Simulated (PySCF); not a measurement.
Gas-phase reaction: 3 SiCl4 + c-Si3H6 = 3 SiH2Cl + 3 SiCl3

Computed with PySCF and rigid-rotor harmonic-oscillator thermochemistry at 1 bar. † marks an energy on the PBE0/def2-TZVP geometry and frequencies; other levels use their own. MP2 and CCSD(T) freeze the core. 6-31G* has spherical d functions here. Open shells (unrestricted): SiH2Cl (multiplicity 2), SiCl3 (multiplicity 2); the rest are closed-shell singlets. B3LYP is the form with VWN-RPA correlation. c-Si3H6, SiH2Cl: computed as isolated molecules; such fragments, hydroxides, amides, oligomers or adducts are transient or little studied in the gas. MP2 isn't extrapolated to the basis-set limit. CCSD(T) isn't extrapolated to the basis-set limit.

```json
[
 {"level": "B3LYP/def2-TZVP†", "ΔH°(298 K), kJ": "?"},
 {"level": "BLYP/def2-TZVP†", "ΔH°(298 K), kJ": "675"},
 {"level": "CCSD(T)/def2-TZVPP†", "ΔH°(298 K), kJ": "824"},
 {"level": "HF/6-31G*", "ΔH°(298 K), kJ": "536"},
 {"level": "M06-2X/def2-TZVP†", "ΔH°(298 K), kJ": "767"},
 {"level": "MP2/def2-SVP†", "ΔH°(298 K), kJ": "824"},
 {"level": "PBE/def2-SVP", "ΔH°(298 K), kJ": "?"},
 {"level": "PBE0/def2-QZVP†", "ΔH°(298 K), kJ": "?"},
 {"level": "PBE0/def2-TZVP", "ΔH°(298 K), kJ": "?"},
 {"level": "ωB97M-V/def2-TZVP†", "ΔH°(298 K), kJ": "853"}
]
```

Problem. Some entries are withheld; supply them.

Solution. 
- B3LYP/def2-TZVP†, ΔH°(298 K), kJ: 718
- PBE/def2-SVP, ΔH°(298 K), kJ: 773
- PBE0/def2-QZVP†, ΔH°(298 K), kJ: 767
- PBE0/def2-TZVP, ΔH°(298 K), kJ: 774
